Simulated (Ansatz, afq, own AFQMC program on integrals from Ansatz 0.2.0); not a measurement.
## GeHO, quartet → GeHO⁺, quintet

```csv
atom,x (Å),y (Å),z (Å)
Ge,0.0000,-0.0375,0.3220
O,0.0000,0.0862,-1.5290
H,0.0000,1.3375,1.0643
```

Connectivity, by distances: GeH–O.

E(quintet, charge +1) − E(quartet, charge +0) at this geometry, on UHF and UHF determinants.

Basis cc-pVDZ. Noble-gas cores (and the filled d shells of Ga–Kr and In–Xe) are frozen. Integrals, coupled cluster, full CI and functionals: Ansatz 0.2.0; the random walks run on the same integrals in our own AFQMC program. The CISD trial takes its coefficients from CCSD amplitudes. Released means that phaseless walkers are propagated on without the constraint, phases kept. ± is one standard error of the sampling. No spin–orbit coupling. The errors of all members are added in quadrature.

No full CI on the walks' own integrals is used here; CCSDT(Q) serves as the reference and is uncertain by about the last step of the cluster series. Each member takes its own surest rung, up to full CI.

Errors are counted within cc-pVDZ, not against nature.

Cautions: inner d shell frozen; no relativity below Rb; no spin-orbit coupling; GeHO (quartet): another spin lies lower, its ph-AFQMC/CISD value lies 43 ± 11 meV above CCSDT(Q); GeHO⁺ (quintet): another spin lies lower; this isn't the first ionization.

Reference (CCSDT(Q)): 260.3 kcal/mol.

| level | vertical ionization energy (kcal/mol) | error against CCSDT(Q) (kcal/mol) |
| --- | --- | --- |
| HF | 227.9 | -32.4 |
| MP2 | 260.9 | 0.6 |
| CCSD | 258.4 | -1.9 |
| CCSD(T) | 259.9 | -0.4 |
| CCSDT | 260.0 | -0.3 |
| ph-AFQMC/CISD | 259.4 ± 0.3 | -0.9 ± 0.3 |
| released AFQMC | 259.6 ± 0.4 | -0.7 ± 0.4 |

Correlation beyond CCSD(T) adds 0.4 kcal/mol. The perturbative (T) step is worth +1.4 kcal/mol.

A walk keeps the symmetry of its determinant, which the program's search chose and which needn't be the lowest solution, so a lower state of the same spin and another symmetry isn't excluded. Released energies are given only where the last usable release times agree within the noise; a slower fall can still hide under it.
